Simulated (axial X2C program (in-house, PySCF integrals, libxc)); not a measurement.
# A two-component session on O₂⁻: properties at the nuclei

Wanted for O₂⁻: properties at the nuclei, at the two-component level.

The runs use an in-house X2C program for linear molecules on PySCF integrals; two-component X2C with atomic mean-field terms, O dyall-av3z.

All values are calculated.

## 1. Input

task.json reads:

```json
{
 "zs": [
  8,
  8
 ],
 "q": -1,
 "bas": [
  "dyall-av3z",
  "dyall-av3z"
 ],
 "r0": 1.14,
 "levels": [
  "PBE0",
  "HF",
  "LDA",
  "B3LYP",
  "PBE"
 ],
 "nst": 3
}
```

Keys: zs atomic numbers; q charge; bas basis sets; r0 starting distance in Å; levels methods (HF also brings MP2); nst determinants followed.

Launch:

```
$ python soeom.py task.json out
```

The runs that follow: Expectation values, lowest determinant; Expectation values, a higher determinant; Expectation values, a higher determinant.

Before running it: what results should come out? Wanted: lowest determinant; A∥/gI O; qzz O; higher determinant (for each run or level that gives them).

**Answer**, as computed:

```
                               quantity                                                  value
                     lowest determinant                Ω = 3/2 (excess of +ω over −ω: ω = 3/2)
                    A∥/gI O (MHz), PBE0                                                    142
                     qzz O (a.u.), PBE0                                                   2.32
                     higher determinant                Ω = 1/2 (excess of +ω over −ω: ω = 1/2)
A∥/gI O (MHz), PBE0, higher determinant                                                    563
 qzz O (a.u.), PBE0, higher determinant                                                   2.32
                     higher determinant  Ω = 1/2 (excess of +ω over −ω: 2 × ω = -1/2, ω = 3/2)
A∥/gI O (MHz), PBE0, higher determinant                                                   -257
 qzz O (a.u.), PBE0, higher determinant                                                   1.62
```

What this shows: The expectation values come from single determinants, which for open shells can mix terms of unlike spin or miss the lowest Ω, so a determinant need not be a state. A∥ is the parallel hyperfine constant, which follows by multiplying with the nuclear g factor gI = μI/(I μN); qzz is the electric field gradient, eQq0 = 234.96 MHz × Q/barn × qzz. The operators were transformed with the bare-nucleus X2C matrices. A second determinant lies within 0.1 eV of the first, so their order is not settled at this level.
